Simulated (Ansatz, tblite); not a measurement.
**AlF3: removing an electron**

The task here is to estimate one member of a computed series from the others.

Computed with Ansatz 0.2.0, Gaussian basis. Level: as each input shows.

The runs, in order: charge +1 doublet, at the geometry of the singlet (PBE0-D4/def2-TZVP, PBE-D4/def2-TZVP, r2SCAN-D4/def2-TZVP, ωB97X-V/def2-TZVP, HSE06-D4/def2-TZVP, B2PLYP/def2-TZVP, PBE-QIDH/def2-TZVP, LDA/def2-TZVP, CCSD(T)/def2-TZVPP); the starting singlet's energies come from earlier runs.

**The structure**

The geometry is that of the singlet, from an earlier relaxation (PBE-D4/def2-TZVP).

4 atoms, charge 0, spin multiplicity 1.

Atoms are counted from 1 here; the program's logs count them from 0.

Bond lengths: Al1–F2 1.647 Å, Al1–F3 1.647 Å, Al1–F4 1.647 Å. Angles: F2–Al1–F3 120.0°, F2–Al1–F4 120.0°, F3–Al1–F4 120.0°.

The first run:

in.yaml reads:

```yaml
crystal:
  periodic: [false, false, false]
  atoms:
    - {symbol: Al, position_ang: [-0.000020, -0.000008, -0.000009]}
    - {symbol: F, position_ang: [1.646824, -0.027530, 0.013202]}
    - {symbol: F, position_ang: [-0.799456, 1.440007, -0.017226]}
    - {symbol: F, position_ang: [-0.847348, -1.412469, 0.004023]}
basis:
  gaussian: {orbitals: def2-SVP}
total_charge: 1
magnetization: {spin_polarized: true, initial_magnetization: 1}
hamiltonian: {xc: pbe0, dispersion: d4}
output: {orbitals: {seedname: orbitals}}
```

Command:

```console
ansatz run in.yaml --threads 2 --pin off --events-out ev --progress --plain --max-ram 4352MiB
```

Steps of the session up to this table: Charge +1 doublet at the fixed geometry, first pass, PBE0-D4/def2-SVP; Charge +1 doublet at the fixed geometry, PBE0-D4/def2-TZVP; Charge +1 doublet at the fixed geometry, PBE-D4/def2-TZVP; Charge +1 doublet at the fixed geometry, r2SCAN-D4/def2-TZVP; Charge +1 doublet at the fixed geometry, ωB97X-V/def2-TZVP; Charge +1 doublet at the fixed geometry, HSE06-D4/def2-TZVP; Charge +1 doublet at the fixed geometry, B2PLYP/def2-TZVP; Charge +1 doublet at the fixed geometry, PBE-QIDH/def2-TZVP; Charge +1 doublet at the fixed geometry, LDA/def2-TZVP; Charge +1 doublet at the fixed geometry, CCSD(T)/def2-TZVPP.

One of the session's tables, all rows but one given; the rest of the session is left out.

It belongs to the step «Vertical ionisation energy». Beside −ε(HOMO) of the starting state:

| level | −ε(HOMO) (eV) | by difference (eV) | mismatch (eV) |
| --- | --- | --- | --- |
| LDA/def2-TZVP | ? | ? | ? |
| PBE-D4/def2-TZVP | 9.61 | 13.50 | -3.89 |
| r2SCAN-D4/def2-TZVP | 10.11 | 13.82 | -3.71 |
| PBE0-D4/def2-TZVP | 11.70 | 14.34 | -2.64 |
| HSE06-D4/def2-TZVP | 11.29 | 14.31 | -3.03 |
| ωB97X-V/def2-TZVP | 14.26 | 14.82 | -0.55 |

Q: Estimate the row for LDA/def2-TZVP from the others.

**Answer.** −ε(HOMO) (eV): 9.89; by difference (eV): 13.84; mismatch (eV): -3.95. In the column «−ε(HOMO) (eV)» it lies between PBE-D4/def2-TZVP (9.61) and r2SCAN-D4/def2-TZVP (10.11).
